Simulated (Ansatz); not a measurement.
in.yaml

```yaml
crystal:
  periodic: [false, false, false]
  atoms:
    - {symbol: C, position_ang: [0.000000, 0.000000, 0.000000]}
    - {symbol: H, position_ang: [0.000000, 0.000000, 1.377000]}
basis:
  gaussian: {orbitals: aug-cc-pVDZ, fitting: {mean_field: def2-universal-jkfit}}
total_charge: 1
magnetization: {spin_polarized: true, initial_magnetization: 0}
hamiltonian: {xc: hf}
output: {forces: true, orbitals: {seedname: orbitals}}
```

```sh
$ ansatz run in.yaml --threads 1 --pin off --events-out ev --progress --plain --max-ram 2393MiB
```

Output:

```
93 factors; integrals over basis functions are off by at most 4.6e-1 eV
mean field evaluation 1: about -1030.4595 eV, gradient 4.3e0 eV
mean field evaluation 2: about -1030.6603 eV, gradient 1.4e0 eV
mean field evaluation 4: about -1030.6825 eV, gradient 1.3e-3 eV
mean field evaluation 8: about -1030.8027 eV, gradient 7.9e-1 eV
mean field evaluation 16: about -1030.4595 eV, gradient 4.3e0 eV
mean field -1030.92418217 eV, -37.8857649093 hartree, gradient 1.4e-5 eV, S^2 0.514367; 3 other end points of the search recorded, 0 dependent functions left out
the calculation of the forces begins
reference -1030.92418217 eV, -37.8857649093 hartree; 3, 3 occupied and 29, 29 virtual orbitals, 93 factors
Total energy: -1030.92418217 eV, -37.8857649093 hartree
Atom 0 at     0.000000     0.000000     0.000000 Å, force    -0.000004     0.000000     4.247365 eV/Å
Atom 1 at     0.000000     0.000000     1.377000 Å, force     0.000004    -0.000000    -4.247365 eV/Å
Dipole moment:     0.000000     0.000000     0.301922 e Å
```

Forces (eV/Å):
```
C    0.000  0.000  4.247
H    0.000  0.000 -4.247
```

Ran on 1 thread of AMD EPYC 9R45, shared host: 0.06 s wall, 0.07 GiB peak host memory.
